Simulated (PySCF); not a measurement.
# Cl2H2Si: the cost of one run

Method: levels as typed in each script, gas phase, geometry from GFN2-xTB; program: PySCF 2.14.0.

### Step 1. The system as given

5 atoms, charge 0, spin multiplicity 1.

Bond lengths: Cl1–Si2 2.009 Å, Si2–Cl3 2.009 Å, Si2–H4 1.455 Å, Si2–H5 1.455 Å. Angles: Cl1–Si2–Cl3 109.6°, Cl1–Si2–H4 108.7°, Cl1–Si2–H5 108.7°, Cl3–Si2–H4 108.7°, Cl3–Si2–H5 108.7°, H4–Si2–H5 112.5°.

As a file:

```tsv
atom	x (Å)	y (Å)	z (Å)
Cl1	-1.6423	-0.4029	0.0000
Si2	0.0000	0.7550	0.0000
Cl3	1.6423	-0.4029	0.0000
H4	-0.0002	1.5638	1.2093
H5	0.0002	1.5638	-1.2093
```

### Step 2. Density, bond paths and surface potential (B3LYP/def2-svpd)

input.py reads:

```python
import numpy as np
from pyscf import gto, scf, dft
from pyscf.scf import atom_ks, atom_hf
from scipy.linalg import block_diag

def solve(mol, dm0=None, hcore=None):
    mf = (dft.UKS if mol.spin else dft.RKS)(mol, xc='b3lyp')
    mf.grids.level = 3
    mf = mf.density_fit(auxbasis='def2-universal-jkfit')
    mf.conv_tol, mf.max_cycle = 1e-8, 80
    if hcore is not None:
        mf.get_hcore = lambda *args: hcore
    mf.kernel(dm0)
    if not mf.converged:
        mf = mf.newton().run(mf.mo_coeff, mf.mo_occ, max_cycle=30)
    assert mf.converged, 'SCF not converged'
    return mf

mol = gto.M(atom='''
Cl    -1.64227    -0.40288    -0.00001
Si     0.00001     0.75504     0.00000
Cl     1.64226    -0.40289     0.00001
H     -0.00023     1.56377     1.20929
H      0.00022     1.56377    -1.20928
''', basis='def2-svpd', charge=0, spin=0, verbose=4)
mf = solve(mol)
mf.analyze()
# spherically averaged free atoms, for the promolecule
atm = atom_ks.get_atm_nrks(mol, xc='b3lyp')
pro = block_diag(*[(atm[a[0]][2] * atm[a[0]][3]) @ atm[a[0]][2].T for a in mol._atom])
np.savez('result.npz', e=mf.e_tot, c=mf.mo_coeff, occ=mf.mo_occ, eps=mf.mo_energy, pro=pro, dip=mf.dip_moment(verbose=0), s2=mf.spin_square()[0])
```

Run with:

```bash
$ OMP_NUM_THREADS=1 python input.py
```

What time and memory should one allow on 1 thread of Intel Xeon Platinum 8488C (Sapphire Rapids), shared host?

About 5.5 s, with a peak of 0.37 GiB.
